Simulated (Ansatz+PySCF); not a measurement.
The numbers below are computed, except where a source is named.
Input for Ansatz (development build ahead of 0.2.0):

```yaml
crystal:
  periodic: [false, false, false]
  atoms:
    - { symbol: C, position_ang: [-0.98162, -0.64765, 0.0] }
    - { symbol: C, position_ang: [-0.00333, 0.50645, 0.0] }
    - { symbol: H, position_ang: [-0.45888, -1.60767, 0.0] }
    - { symbol: H, position_ang: [-1.62096, -0.56311, 0.88106] }
    - { symbol: H, position_ang: [-1.62096, -0.56311, -0.88106] }
    - { symbol: O, position_ang: [1.21172, 0.44713, 0.0] }
basis:
  gaussian: { orbitals: cc-pVTZ }
magnetization:
  initial_magnetization: 1
hamiltonian:
  xc: hf
correlation:
  method: mp2
  frozen_orbitals: { C: 1, H: 0, O: 1 }
output:
  forces: true
```

The input is written out in the form of the current development build from the run's settings. Correlation on restricted open-shell orbitals is semicanonical, with singles.

Results

* Converged: yes
* Reference energy: -152.34544 hartree
* Correlation energy: -0.54823 hartree
* Total energy: -152.89366 hartree
* Spin squared of the determinant: 0.750
* Stability test: minimum among restricted orbitals
* Occupied orbitals by symmetry in an Abelian subgroup (alpha; beta): 10 A' 2 A''; 9 A' 2 A''

Forces (eV/Å):
```csv
atom,Fx,Fy,Fz
C1,-0.004,-0.040,0.000
C2,2.336,-0.261,0.000
H3,-0.058,0.137,0.000
H4,0.101,0.021,-0.134
H5,0.101,0.021,0.134
O6,-2.475,0.122,0.000
```
